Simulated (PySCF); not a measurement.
## LiS: everyday levels beside a composite calculation

PySCF; the state is a doublet (π ↑). The composite is CCSD(T) extrapolated to the basis-set limit from two correlation-consistent sets, with core-valence (CV) and scalar-relativistic (SR) terms as its label shows; it has no spin–orbit coupling and nothing beyond (T). Here it is CCSD(T)/CBS(TQ)+CV+SR. It gives Re = 2.155 Å, ωe = 581 cm⁻¹ and De = 3.28 eV to Li + S.

| level | basis | relativity | Re (Å) | ωe (cm⁻¹) | De (eV) |
| --- | --- | --- | --- | --- | --- |
| UHF | STO-3G | no relativity | 2.011 | 779 | 2.09 |
| UHF | def2-TZVP | no relativity | 2.164 | 586 | 1.98 |
| UHF-MP2 | def2-TZVP | no relativity | 2.159 | 584 | 2.91 |
| UHF-CCSD | def2-TZVP | no relativity | 2.157 | 585 | 2.86 |
| UHF-CCSD(T) | pcseg-1 | no relativity | 2.185 | 563 | 2.62 |
| PBE | x2c-TZVPPall | spin-free X2C | 2.153 | 576 | 3.15 |
| BP86 | 6-311G(d,p) | no relativity | 2.173 | 554 | 3.24 |
| BP86 | x2c-TZVPPall | spin-free X2C | 2.162 | 568 | 3.20 |
| PBE0 | x2c-TZVPPall | spin-free X2C | 2.144 | 589 | 3.08 |
| B2PLYP | x2c-TZVPPall | spin-free X2C | 2.148 | 587 | 3.09 |

Question: Give the difference of each row from the composite.

Answer: 

```csv
level,basis,ΔRe (pm),Δωe (%),ΔDe (eV)
UHF,STO-3G,-14.4,+34.1,-1.19
UHF,def2-TZVP,+0.9,+0.9,-1.30
UHF-MP2,def2-TZVP,+0.4,+0.5,-0.37
UHF-CCSD,def2-TZVP,+0.2,+0.7,-0.42
UHF-CCSD(T),pcseg-1,+3.0,-3.1,-0.66
PBE,x2c-TZVPPall,-0.2,-0.9,-0.13
BP86,"6-311G(d,p)",+1.8,-4.6,-0.04
BP86,x2c-TZVPPall,+0.7,-2.2,-0.08
PBE0,x2c-TZVPPall,-1.1,+1.4,-0.20
B2PLYP,x2c-TZVPPall,-0.7,+1.0,-0.19
```

Question: Which rows come closest in De?

Answer: BP86 in 6-311G(d,p) (-0.04 eV), counted from the composite.

Correlated steps freeze the inner cores (5 to 6 orbitals); shallow outer-core shells are correlated. Correlated levels converge slowly with the basis: in double zeta they bind strong bonds too weakly, by up to about 1 eV, and carry superposition errors of some tenths. B2PLYP dipoles, levels and charges come from its SCF part alone. STO-3G is very small, so such numbers show the basis as much as the molecule. The state was picked by a PBE0 search and need not be the measured ground state.
